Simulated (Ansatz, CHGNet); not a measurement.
Elastic constant C44 (GPa) of 23 elemental solids other than molecular ones, computed with the machine-learned potential CHGNet 0.3.0 (trained on PBE and PBE+U data) and with r²SCAN (Ansatz, a quantum-chemistry and plane-wave program, PAW). The set holds measured phases with no doubt noted on the run or the magnetic state but for the caveats below. 5 more of the class have both values but aren't in it, for one of these reasons: built or high-temperature cells, doubts on the run or the magnetic state, unlike cells, values of zero, layered or molecular crystals. Solids without a value at one level (not run, failed, or a magnetic order lost), or held back for tests, aren't counted.

All rows, in order of the shift (worked out from unrounded values):

| solid | CHGNet 0.3.0 | r²SCAN | shift (%) |
|---|---|---|---|
| bcc Rb | 2.53 | 1.87 | -26 |
| bcc K | 3.59 | 2.68 | -25 |
| bcc Li | 10.7 | 11.3 | +5.7 |
| fcc Sr | 8.14 | 8.93 | +9.7 |
| bcc Ba | 7.68 | 9.36 | +22 |
| fcc Pt | 46.4 | 58.7 | +27 |
| fcc Pd | 47.0 | 60.1 | +28 |
| fcc Ca | 9.90 | 17.4 | +75 |
| fcc Cu | 53.1 | 93.7 | +76 |
| diamond | 332 | 587 | +77 |
| diamond-structure Si | 41.7 | 81.4 | +95 |
| hcp Tl | 3.31 | 7.18 | +117 |
| fcc Ag | 20.6 | 45.7 | +122 |
| fcc Rh | 84.2 | 197 | +134 |
| fcc Ir | 93.5 | 277 | +196 |
| hcp Mg | 7.34 | 22.2 | +203 |
| hcp Zn | 14.1 | 43.6 | +209 |
| hcp Y | 7.51 | 23.3 | +210 |
| fcc Au | 8.88 | 31.7 | +257 |
| hcp Zr | 8.01 | 34.4 | +330 |
| fcc Pb | 3.44 | 17.1 | +395 |
| fcc Al | 6.68 | 40.4 | +504 |
| hcp Os | 45.6 | 276 | +506 |

The shift from CHGNet 0.3.0 to r²SCAN has a median of +117 %, and eight in ten lie between +6.5 % and +382 %; r²SCAN is the larger in 21 of 23. Each level is at its own cell, so the shift holds the change of volume too.

Ansatz's runs of these crystals have no spin polarisation. Meta-GGA and hybrid levels favour moments, which can bear on fcc Pd, fcc Pt, hcp Y, fcc Rh.

Spin–orbit coupling is left out, also for the solids with elements from indium on (fcc Pt, hcp Os, bcc Ba, hcp Tl, fcc Ir, fcc Pb, fcc Au); its size isn't shown.

Each level is taken at its own relaxed cell. Ansatz's density-functional and Hartree–Fock values are scalar-relativistic unless marked +SOC, with PAW data made under PBE.
